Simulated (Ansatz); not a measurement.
## Worked example: correlation energy of C₂H₃O, doublet

Geometry: MP2(full)/6-31G*, from the G2/97 set.

```xyz
6

C    -1.0631   -0.7108    0.0000
C    -0.0848    0.4433    0.0000
H    -0.5404   -1.6708    0.0000
H    -1.7024   -0.6262    0.8811
H    -1.7024   -0.6262   -0.8811
O     1.1103    0.3850    0.0000
```

Basis cc-pVDZ; Ansatz 0.2.0. Correlated methods freeze the noble-gas cores, which leaves 17 electrons in 54 orbitals. Prefix R: restricted or restricted open-shell reference; prefix U: unrestricted.

Full CI isn't at hand for all of this; UCCSDT(Q) serves as the reference, and is uncertain by about the last step of the cluster series.

Runs differ by some tens of microhartree through their thresholds and, for an open shell, their frozen cores, so steps under 0.03 kcal/mol mean nothing.

| level | total energy (hartree) |
| --- | --- |
| UHF | -152.309523 |
| UMP2 | -152.745006 |
| UCCSD | -152.769821 |
| UCCSD(T) | -152.785247 |
| UCCSDT | -152.786181 |
| UCCSDT(Q) | -152.787600 |

Question: What is the correlation energy at UCCSDT(Q), and what share of it do UMP2 and UCCSD recover?

Answer: E(corr) = -152.787600 − (-152.309523) = -0.478077 hartree = -13.009 eV. UMP2: -0.435483 / -0.478077 = 91.09 %. UCCSD: -0.460298 / -0.478077 = 96.28 %.

Question: By how many kcal/mol does UCCSD(T) miss UCCSDT(Q) (1 hartree = 627.509 kcal/mol), and which steps make up the rest?

Answer: -152.785247 − (-152.787600) = 0.002353 hartree = 1.48 kcal/mol. Steps: UCCSDT − UCCSD(T) = -0.59, UCCSDT(Q) − UCCSDT = -0.89 kcal/mol. Differences between like states or geometries often cancel part of this.
